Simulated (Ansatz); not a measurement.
`C[SiH2]Cl` and `B[SiH2]Cl` differ in one atom or group.

Ansatz, PBE0-D4/def2-TZVP geometries, multiplicity 1. 

| property | `C[SiH2]Cl` |
| --- | --- |
| LUMO energy (B3LYP/def2-TZVPP) / eV | 0.24 |
| HOMO energy (PBE0/def2-TZVPP) / eV | -8.75 |
| LUMO energy (PBE0/def2-TZVPP) / eV | 0.46 |
| LUMO energy (PBE/def2-TZVPP) / eV | -0.44 |
| ideal-gas entropy at 298 K and 1 bar (rigid rotor, harmonic PBE0-D4/def2-TZVP) / J/(mol·K) | 298 |
| HOMO–LUMO gap (PBE0/def2-TZVPP) / eV | 9.21 |

What does the change do to each property? (Estimate.)

Ansatz gave: 
| property | `B[SiH2]Cl` | shift |
| --- | --- | --- |
| LUMO energy (B3LYP/def2-TZVPP) / eV | -2.96 | -3.20 |
| HOMO energy (PBE0/def2-TZVPP) / eV | -8.31 | 0.44 |
| LUMO energy (PBE0/def2-TZVPP) / eV | -2.76 | -3.22 |
| LUMO energy (PBE/def2-TZVPP) / eV | -3.77 | -3.33 |
| ideal-gas entropy at 298 K and 1 bar (rigid rotor, harmonic PBE0-D4/def2-TZVP) / J/(mol·K) | 304 | 6 |
| HOMO–LUMO gap (PBE0/def2-TZVPP) / eV | 5.55 | -3.66 |

With PBE0 the HOMO rises by 0.44 eV and the LUMO falls by 3.22 eV, so the gap narrows by about 3.66 eV. PBE moves the HOMO by 0.35 eV and ωB97M-V by 0.52 eV. The zero-point energy changes by -45.3 kJ/mol with -3 modes.

B3LYP here is the variant with VWN-RPA as its local correlation; programs differ in this.
